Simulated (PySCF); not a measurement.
# C5H7F: the cost of one run

The runs use PySCF 2.14.0, with density-fitted response routines of our own; the level of theory stands in each step. All values are computed, except where a source is named. Atoms count from 0, in the outputs and in this text.

**1. The starting structure**

13 atoms, charge 0, multiplicity 1; geometry from: GFN2-xTB. The atoms were then displaced at random by about 0.01 Å, so the start is not that level's minimum.

Bonds of the start (Å): C0–C1 1.46, C1–C2 1.21, C2–C3 1.40, C3–C4 1.54, C3–F5 1.39, C0–H6 1.11, C0–H7 1.07, C0–H8 1.06, C3–H9 1.12, C4–H10 1.08, C4–H11 1.07, C4–H12 1.09.

**2. Geometry optimisation at PBE0-D3(BJ)/def2-SVP**

What the job is given:

```
{"job": {"xc": "PBE0", "basis": "def2-SVP", "d3": "d3bj", "grid": 1, "shake": 0.01, "kind": "geom"}, "charge": 0, "multiplicity": 1}
C      2.713230     0.424380     0.173040
C      1.319120    -0.007770     0.070590
C      0.167580    -0.382740     0.017960
C     -1.153440    -0.831580    -0.106190
C     -2.175060     0.320670    -0.047990
F     -1.352040    -1.485800    -1.320970
H      2.731510     1.532850     0.264820
H      3.189930     0.007860     1.032610
H      3.236000     0.164060    -0.708900
H     -1.412840    -1.589980     0.677620
H     -1.958340     1.041510    -0.815550
H     -3.180550    -0.040890    -0.165120
H     -2.119260     0.830530     0.917760
```

Run with:

```sh
> OMP_NUM_THREADS=1 python probes_run.py task.json out
```

One launch serves the whole session: the jobs run in the order shown.

**Question.** How long does this first job take on 1 thread of Arm Neoverse V2, shared host, and how much memory does it need?

About 35 s, with a peak of 0.5 GiB.
